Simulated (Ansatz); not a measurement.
## Nudged elastic band run: C₃H₈FN

input.yaml

```yaml
crystal:
  periodic: [false, false, false]
  atoms:
    - { symbol: C, position_ang: [-1.758225, 0.257118, -0.78454] }
    - { symbol: "N", position_ang: [-0.590587, -0.57124, -0.28195] }
    - { symbol: C, position_ang: [0.425253, 0.346422, 0.384649] }
    - { symbol: C, position_ang: [1.651512, -0.514912, 0.851473] }
    - { symbol: F, position_ang: [0.850675, 1.389805, -0.46818] }
    - { symbol: H, position_ang: [-1.456505, 1.10856, -1.428342] }
    - { symbol: H, position_ang: [-2.307833, 0.655703, 0.08542] }
    - { symbol: H, position_ang: [-2.43287, -0.400813, -1.358082] }
    - { symbol: H, position_ang: [-0.104204, -0.925425, -1.15808] }
    - { symbol: H, position_ang: [-0.088348, 0.785645, 1.279579] }
    - { symbol: H, position_ang: [1.306939, -1.30029, 1.539782] }
    - { symbol: H, position_ang: [2.138852, -0.987355, -0.01501] }
    - { symbol: H, position_ang: [2.38564, 0.121981, 1.36798] }
basis:
  gaussian: { orbitals: STO-3G }
hamiltonian:
  xc: b3lyp
  dispersion: d4
neb:
  order_check: false
  images: 5
  f_tol: 0.03
  max_iterations: 60
  initial_path: idpp
  spring: 0.5
  final_atoms:
    - { symbol: C, position_ang: [-1.22695141, 0.05312166, -1.103648] }
    - { symbol: "N", position_ang: [-1.16520211, -0.01227356, 0.4073662] }
    - { symbol: C, position_ang: [0.20251157, 0.44542486, 0.92177606] }
    - { symbol: C, position_ang: [1.45379145, -0.31825756, 0.32559949] }
    - { symbol: F, position_ang: [0.32025047, 1.81995799, 0.66365049] }
    - { symbol: H, position_ang: [-0.52421418, -0.62740494, -1.62572074] }
    - { symbol: H, position_ang: [-1.00640212, 1.0891258, -1.41212637] }
    - { symbol: H, position_ang: [-2.25419749, -0.19798189, -1.41966807] }
    - { symbol: H, position_ang: [-1.22359919, -1.041046, 0.66196131] }
    - { symbol: H, position_ang: [0.17367667, 0.25542159, 2.02859709] }
    - { symbol: H, position_ang: [1.32863292, -1.40460104, 0.45059177] }
    - { symbol: H, position_ang: [1.57804783, -0.09097227, -0.74279639] }
    - { symbol: H, position_ang: [2.36395459, -0.00531563, 0.85911616] }
```

Launched with:

```bash
$ ansatz run input.yaml --threads 1 --pin off --max-ram 2048MiB --backend cpu --events-out ev --progress --plain --runs-dir out
```

Output, in part (warnings, iteration lines, the closing report on the highest movable image, with atoms numbered from 0):

```
NEB end point (image 0): max|allowed force component| = 1.257e-2 eV/Å (the criterion of neb.relax_end_points is 1.000e-2)
NEB end point (image 6): max|allowed force component| = 1.070e-2 eV/Å (the criterion of neb.relax_end_points is 1.000e-2)
NEB iter   1: max|band force component| = 1.791e0 eV/Å  barrier→ = 0.6428 eV  barrier← = 0.4861 eV  Δτ_max = 0.2000 Å  (146 SCF iters)
NEB iter   2: max|band force component| = 6.687e-1 eV/Å  barrier→ = 0.2725 eV  barrier← = 0.1157 eV  Δτ_max = 0.0339 Å  (135 SCF iters)
NEB iter   3: max|band force component| = 3.516e-1 eV/Å  barrier→ = 0.2491 eV  barrier← = 0.0924 eV  CI = image 3  Δτ_max = 0.1231 Å  (121 SCF iters)
NEB iter   4: max|band force component| = 1.655e-1 eV/Å  barrier→ = 0.2519 eV  barrier← = 0.0951 eV  CI = image 3  Δτ_max = 0.0204 Å  (118 SCF iters)
NEB iter   5: max|band force component| = 8.379e-2 eV/Å  barrier→ = 0.2507 eV  barrier← = 0.0940 eV  CI = image 3  Δτ_max = 0.0245 Å  (116 SCF iters)
NEB iter   6: max|band force component| = 1.856e-2 eV/Å  barrier→ = 0.2501 eV  barrier← = 0.0934 eV  CI = image 3  Δτ_max = 0.0000 Å  (224 SCF iters)
Total energy: -7350.35306039 eV, -270.1204927212 hartree
Atom 0 at    -1.486096     0.176485    -1.047242 Å, force    -0.003341     0.011596    -0.003191 eV/Å
Atom 1 at    -0.931150    -0.535372     0.173054 Å, force     0.002432    -0.015212    -0.000144 eV/Å
Atom 2 at     0.191532     0.325059     0.817211 Å, force     0.001036    -0.000997     0.017797 eV/Å
Atom 3 at     1.615343    -0.299066     0.564437 Å, force    -0.004546    -0.009029     0.003838 eV/Å
Atom 4 at     0.139844     1.641164     0.335637 Å, force     0.000941     0.006406    -0.006766 eV/Å
Atom 5 at    -0.725507     0.459135    -1.804237 Å, force    -0.001350     0.002079     0.002353 eV/Å
Atom 6 at    -2.008152     1.092142    -0.723097 Å, force    -0.005084     0.002544    -0.008617 eV/Å
Atom 7 at    -2.219208    -0.498319    -1.521593 Å, force     0.002358    -0.000745     0.003326 eV/Å
Atom 8 at    -0.421588    -1.377984    -0.225380 Å, force     0.001608    -0.001788    -0.002525 eV/Å
Atom 9 at    -0.004940     0.330564     1.923787 Å, force     0.001143     0.002334    -0.000492 eV/Å
Atom 10 at     1.648485    -1.321257     0.970872 Å, force     0.004699     0.000937    -0.001328 eV/Å
Atom 11 at     1.833865    -0.331508    -0.514113 Å, force     0.000269    -0.001741    -0.001132 eV/Å
Atom 12 at     2.387872     0.304156     1.065362 Å, force    -0.000165     0.003616    -0.003119 eV/Å
Dipole moment:     0.257172    -0.108747    -0.148820 e Å
```

The run converged. Another band between the same ends (5 images) ends at a top of the same energy, where a vibrational analysis finds 1 clearly imaginary mode. Limits of this set-up: minimal basis.

Final band (atoms are numbered from 1 in the order of the input):

| image | path coordinate (Å) | energy (kcal/mol) | dihedral H9–N2–C3–F5 (°) |
| --- | --- | --- | --- |
| 0 | 0.00 | 0.0 | 57 |
| 1 | 0.91 | 1.4 | 78 |
| 2 | 1.83 | 4.3 | 102 |
| 3 | 2.74 | 5.8 | 127 |
| 4 | 3.50 | 5.1 | 148 |
| 5 | 4.26 | 4.0 | 167 |
| 6 | 5.01 | 3.6 | -178 |

The run took 72 s on 1 thread of Arm Neoverse V2, on a shared host, peak memory 0.099 GiB.
